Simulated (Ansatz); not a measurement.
# H₂O₃: basis-set convergence

Aim: see how fast density functionals and correlated methods converge with the basis set for H₂O₃.

Computed with Ansatz 0.2.0, Gaussian basis. Level: one geometry, several basis sets.

Plan: PBE0-D4/def2-SVP; ωB97M-V/def2-SVP; PBE0-D4/def2-QZVPP; ωB97M-V/def2-QZVPP; CCSD(T)/cc-pV(D+d)Z; CCSD(T)/cc-pV(T+d)Z; CCSD(T)/cc-pV(Q+d)Z; the functionals' def2-TZVPP values are taken from earlier runs.

## 1. Structure used throughout

All runs share one geometry, relaxed beforehand with PBE0-D4 in a triple-zeta def2 set.

SMILES `OOO`, 5 atoms, charge 0, spin multiplicity 1.

Atoms are counted from 1 here; the program's logs count them from 0.

Bond lengths: O1–O2 1.403 Å, O1–H4 0.968 Å, O2–O3 1.403 Å, O3–H5 0.968 Å. Angles: O2–O1–H4 102.8°, O1–O2–O3 108.0°, O2–O3–H5 102.8°.

As a file:

```mol
H2O3
  3D, bonds by distance, orders not assigned

  5  4  0  0  0  0  0  0  0  0999 V2000
   -0.9683   -0.6999   -0.1461 O   0  0
   -0.1336   -0.0439    0.7705 O   0  0
    1.1731   -0.0667    0.2612 O   0  0
   -1.3100    0.0284   -0.6853 H   0  0
    1.2389    0.7821   -0.2003 H   0  0
  1  2  8  0
  2  3  8  0
  1  4  8  0
  3  5  8  0
M  END
```

## 2. PBE0-D4 in def2-SVP

in.yaml reads:

```yaml
crystal:
  periodic: [false, false, false]
  atoms:
    - {symbol: O, position_ang: [-0.968344, -0.699873, -0.146133]}
    - {symbol: O, position_ang: [-0.133606, -0.043886, 0.770491]}
    - {symbol: O, position_ang: [1.173086, -0.066702, 0.261233]}
    - {symbol: H, position_ang: [-1.310001, 0.028400, -0.685258]}
    - {symbol: H, position_ang: [1.238855, 0.782060, -0.200333]}
basis:
  gaussian: {orbitals: def2-SVP}
hamiltonian: {xc: pbe0, dispersion: d4}
output: {orbitals: {seedname: orbitals}}
```

The run is started by

```bash
> ansatz run in.yaml --threads 4 --pin off --events-out ev --progress --plain --max-ram 10444MiB
```

The runs that follow: ωB97M-V in def2-SVP; PBE0-D4 in def2-QZVPP; ωB97M-V in def2-QZVPP; CCSD(T) in cc-pV(D+d)Z; CCSD(T) in cc-pV(T+d)Z; CCSD(T) in cc-pV(Q+d)Z.

Before running them: what should the planned runs give, taken together? Wanted: MP2 correlation recovered, cc-pV(D+d)Z; MP2 correlation recovered, cc-pV(T+d)Z; MP2 correlation recovered, cc-pV(Q+d)Z; CCSD(T) limit from def2 sets; PBE0-D4: double and triple zeta above quadruple; ωB97M-V: double and triple zeta above quadruple.

As calculated:

| quantity | value |
| --- | --- |
| MP2 correlation recovered, cc-pV(D+d)Z | 68.9 % |
| MP2 correlation recovered, cc-pV(T+d)Z | 88.1 % |
| MP2 correlation recovered, cc-pV(Q+d)Z | 95.1 % |
| CCSD(T) limit from def2 sets (earlier runs) less the limit of this series | -3 meV |
| PBE0-D4: double and triple zeta above quadruple | 8.14, 0.34 eV |
| ωB97M-V: double and triple zeta above quadruple | 8.32, 0.34 eV |

What this shows: PBE0-D4 gains 7.80 eV from double to triple zeta, then 0.34 eV more. Correlation climbs from 69 % (cc-pV(D+d)Z) to 95 % (cc-pV(Q+d)Z) of the limit; Hartree-Fock is 0.147 eV from its own by then. A limit from the def2 sets, made apart, differs by 3 meV, a least measure of the doubt on such a limit. Total energies overstate the basis error of differences, where much of it tends to cancel. The LUMO of ωB97M-V is positive and keeps falling with the basis (2.70 to 1.42 eV): an unbound level that the basis holds in place.
